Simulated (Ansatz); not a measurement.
Results of LDA in Ansatz (PAW) for rock-salt MgS.

Run with plane-wave cutoff 520 eV, 12×12×12 k mesh, Fermi–Dirac smearing 0.01 eV, scalar-relativistic PAW data made under PBE.

The cell has the measured lattice: a = 5.203 Å, b = 5.203 Å, c = 5.203 Å, α = 90.00°, β = 90.00°, γ = 90.00°.

Estimate the band gap, smallest direct gap on the k points sampled and width of the whole s-p valence band that the calculation returns.


* **band gap**: 2.56 eV (indirect)
* **smallest direct gap on the k points sampled**: 3.48 eV
* **width of the whole s-p valence band**: 12.65 eV

Note: cell and atoms aren't relaxed at this level (pressure -3.3 GPa).

Computing time: around 6 core-seconds (rough).

Ansatz is an electronic-structure program.
